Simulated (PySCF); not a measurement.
How methods differ on the ionisation energy of C

C [He] 2s2 2p2 (3P) → C⁺ [He] 2s2 2p1 (2P), as a difference of total energies. All numbers are calculated (PySCF 2.14, scalar relativity by spin-free X2C-1e, in x2c-SVPall (3s2p1d, 14 functions)). Correlated levels: valence: 1s2 frozen. The calculations carry no spin-orbit coupling.

| method | ionisation energy (eV) | error (eV) |
| --- | --- | --- |
| UHF | 10.908 | -0.354 |
| PBE | 11.573 | +0.311 |
| LDA | 11.723 | +0.461 |
| MP2 (valence) | 11.134 | -0.128 |
| SCS-MP2 (valence) | 11.023 | -0.239 |
| CCSD (valence) | 10.977 | -0.285 |
| CCSD(T) (valence) | 10.985 | -0.277 |

Reference: 11.262 eV (measured; NIST levels, between the centres of gravity of the two terms).

Errors of the correlated levels include the incompleteness of this basis and the frozen core.
